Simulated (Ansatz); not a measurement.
## Worked example: CF4 + C4H7 → CF3 + C4H7F

Species: CF4 (tetrafluoromethane) `FC(F)(F)F`, singlet; C4H7 `[CH]1CCC1`, doublet; CF3 (trifluoromethyl radical) `F[C](F)F`, doublet; C4H7F `FC1CCC1`, singlet. A radical takes F: the energy is the difference in strength between two C–F bonds in different surroundings.

Shapes, held fixed at every level: PBE0-D4/def2-TZVP. Programs: Ansatz 0.2.0. The zero-point and thermal change to 298 K, harmonic and unscaled (PBE0-D4/def2-TZVP), is +7.1 kJ/mol.

At CCSD(T)/CBS estimate; 1 Eh = 2625.50 kJ/mol:

```
species  energy (Eh)
    CF4  -437.227218
   C4H7  -156.325258
    CF3  -337.346555
  C4H7F  -256.187082
```

**Question.** Work out ΔH(298 K) of the reaction at this level.

**Answer.** 
1. Products less reactants: (-337.346555) + (-256.187082) − [(-437.227218) + (-156.325258)] = 0.018839 Eh = +49.5 kJ/mol.
2. With the thermal change: +49.5 + (+7.1) = +56.6 kJ/mol.

Other levels give +49.0 (PBE-D4/def2-TZVPP) to +70.6 kJ/mol (CCSD(T)/def2-SVP). No measured value is set beside it here. Open shells run unrestricted unless RO is named. The CBS estimate extrapolates MP2 from def2-TZVPP and def2-QZVPP and adds CCSD(T) − MP2 in the triple-zeta set, cores frozen.
